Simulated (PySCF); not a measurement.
# methylamine: calculation and literature

Molfile (atoms numbered from 1):
```
CH5N
     RDKit          3D

  7  6  0  0  0  0  0  0  0  0999 V2000
   -0.5718    0.0399   -0.0015 C   0  0  0  0  0  0  0  0  0  0  0  0
    0.8528    0.1068    0.2753 N   0  0  0  0  0  0  0  0  0  0  0  0
   -1.0635   -0.4693    0.8268 H   0  0  0  0  0  0  0  0  0  0  0  0
   -0.8304   -0.4846   -0.9329 H   0  0  0  0  0  0  0  0  0  0  0  0
   -0.9609    1.0559   -0.0603 H   0  0  0  0  0  0  0  0  0  0  0  0
    1.2422   -0.8276    0.3448 H   0  0  0  0  0  0  0  0  0  0  0  0
    1.3349    0.5839   -0.4793 H   0  0  0  0  0  0  0  0  0  0  0  0
  1  2  1  0
  1  3  1  0
  1  4  1  0
  1  5  1  0
  2  6  1  0
  2  7  1  0
M  END
```

What is known from experiment: σ 13C C1 158.2 ppm (measured; gas, 300 K; A. A. Auer, PhD thesis, Mainz 2002 (Auer, Gauss, Stanton, JCP 2003, 118, 10407)).
δ 15N N2 30.3 ppm (measured; water; Olsson, Cremer, J. Phys. Chem. 1996, 100, 16881).
δ 1H H6/H7 0.27; δ 15N N2 -311.7 ppm (measured; gas or nonpolar solvent (not told per row); T. W. Keal, PhD thesis, Durham 2005).
δ 15N N2 30.3 ppm (measured; solution, H2O; L. Olsson, D. Cremer, J. Phys. Chem. 100 (1996) 16881). Coupling constants: 1J(N2,H6) -64.5 Hz, 1J(C1,H3) 133.0 Hz, 1J(C1,H3) 132.2 Hz, 1J(N2,H6) -65.0 Hz, 1J(C1,N2) -4.5 Hz, 2J(N2,H3) -1.0 Hz, 3J(H3,H6) 7.1 Hz.

Non-relativistic Hamiltonian, one computed conformer, gas phase, one averaged value for each set of equivalent atoms. Shielding tensors at PBE0/pcSseg-1 (GIAO); B3LYP/pcJ-1 coupling constants; GFN2-xTB structure; PySCF 2.14.0 with density-fitted response routines.

Q: Set the calculated values beside the experiment.

A: 
Reference values: measured (gas, 300 K; A. A. Auer, PhD thesis, Mainz 2002 (Auer, Gauss, Stanton, JCP 2003, 118, 10407)).
```json
{"atoms": "C1", "quantity": "σ 13C", "reference": "158.2", "computed": "153.6"}
```

Reference values: measured (water; Olsson, Cremer, J. Phys. Chem. 1996, 100, 16881).
```json
{"atoms": "N2", "quantity": "δ 15N vs NH3 (gas)", "reference": "30.3", "computed": "20.8"}
```

Reference values: measured (gas or nonpolar solvent (not told per row); T. W. Keal, PhD thesis, Durham 2005).
| atoms | quantity | reference | computed |
| --- | --- | --- | --- |
| H6/H7 | δ 1H vs CH4 | 0.27 | -0.10 |
| N2 | δ 15N vs N2 | -311.7 | -343.2 |

Reference values: measured (solution, H2O; L. Olsson, D. Cremer, J. Phys. Chem. 100 (1996) 16881).
```csv
atoms,quantity,reference,computed
N2,δ 15N vs gaseous NH3,30.3,20.8
```

Absolute shieldings are compared as such; zero-point and thermal motion, absent here, lowers them by some tenths of a ppm for H, a few ppm for C and up to about 10 ppm for F.

Computed shifts are σ(ref) − σ with the named reference compound (TMS for H and C) calculated as an isolated molecule at the same level. The measured values may be among those fitted. Shieldings were converted by linear fits to measured shifts (mostly CDCl3, TMS scale, for H and C): 15N (scatter 6.3 ppm rms vs CH3NO2, solution or neat liquid); 1H (scatter 0.17 ppm rms, 0.18 ppm with the 4 outliers that the fit left out). Occasional misses reach two or three times the rms, and more in compound classes unlike the fitted ones. H not on carbon is unscaled (vs computed TMS).

Coupling constants in Hz:
```tsv
coupling	reference	computed	source
1J(N2,H6)	-64.5	-65.7	measured; Jessen and Sauer, arXiv:2312.00705
1J(C1,H3)	133.0	137.4	measured; liquid or solution (compiled); San Fabian, Garcia de la Vega, Suardiaz et al., Magn. Reson. Chem. 2013, 51, 775 (SI)
1J(C1,H3)	132.2	137.4	measured; Int. J. Mol. Sci. 2003, 4, 143 (spin-spin coupling constants in ethane, methanol and methylamine)
1J(N2,H6)	-65.0	-65.7	measured; Int. J. Mol. Sci. 2003, 4, 143 (spin-spin coupling constants in ethane, methanol and methylamine)
1J(C1,N2)	-4.5	-4.3	measured; Int. J. Mol. Sci. 2003, 4, 143 (spin-spin coupling constants in ethane, methanol and methylamine)
2J(N2,H3)	-1.0	-1.8	measured; Int. J. Mol. Sci. 2003, 4, 143 (spin-spin coupling constants in ethane, methanol and methylamine)
3J(H3,H6)	7.1	7.8	measured; Int. J. Mol. Sci. 2003, 4, 143 (spin-spin coupling constants in ethane, methanol and methylamine)
```

Q: How far are the unscaled 15N shifts from the references?

A: Mean signed difference -16.83 ppm, mean absolute 16.83 ppm over 3 comparisons; the largest is -31.5 ppm at N2 (amine nitrogen).

12 of the 33 published NMR values on file for this molecule are compared. The rest: values from further sources, other calculations.

OH/NH shifts are gas-phase values; hydrogen bonding in solution moves them, usually downfield.
